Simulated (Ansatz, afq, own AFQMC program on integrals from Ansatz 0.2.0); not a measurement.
## Where AFQMC and coupled cluster stand for H$_{3}$O, doublet

```
atom    x (Å)    y (Å)   z (Å)
   O  -0.1602  -0.0491  0.0000
   H  -0.4095   0.8775  0.0000
   H   0.9348  -0.0491  0.0000
   H   2.0168  -0.0491  0.0000
```

Basis cc-pVTZ. Only valence electrons are correlated. Integrals, coupled cluster, full CI and functionals: Ansatz 0.2.0; the random walks run on the same integrals in our own AFQMC program. ph-AFQMC/CISD is guided by a CISD state made of CCSD amplitudes; releasing the constraint for a short imaginary time cuts its bias at the price of noise, slowly where states lie close. Error bars are statistical, one sigma.

Determinant: UHF, the one that the program's search chose, which needn't be the lowest solution. The geometry is a point of a scan.

No full CI on the walks' own integrals is used here; CCSDT(Q) serves as the reference and is uncertain by about the last step of the cluster series.

The T1 diagnostic is 0.0143 and the weight of the determinant in the CISD state is 0.926. The ⟨S²⟩ of the determinant is 0.775 and the size of the correlated space is 9 electrons in 71 orbitals.

```
  level  correlation energy (eV)
    MP2                  -7.3663
   CCSD                  -7.6179
CCSD(T)                  -7.8586
```

Task: Estimate where AFQMC with the constraint released lies against CCSD(T) on the same integrals.

Result: 0.48 ± 0.10 kcal/mol below CCSD(T).

Reference: CCSDT(Q), correlation energy -7.877 eV. The released energy is read at 2.40 1/Eh (meV from the phaseless value at times in 1/Eh: -4 ± 3 at 0.24, -17 ± 4 at 0.51, -19 ± 3 at 0.99, -12 ± 4 at 1.62, -15 ± 5 at 2.40).

```tsv
level	E − E(reference) (kcal/mol)	share of correlation (%)
CCSD(T)	0.43	99.76
CCSDT	0.30	99.83
ph-AFQMC/CISD	0.29 ± 0.11	99.84
released AFQMC	-0.05 ± 0.10	100.03
```

A walk keeps the symmetry of its determinant, which the program's search chose and which needn't be the lowest solution, so a lower state of the same spin and another symmetry isn't excluded. Released energies are given only where the last usable release times agree within the noise; a slower fall can still hide under it.
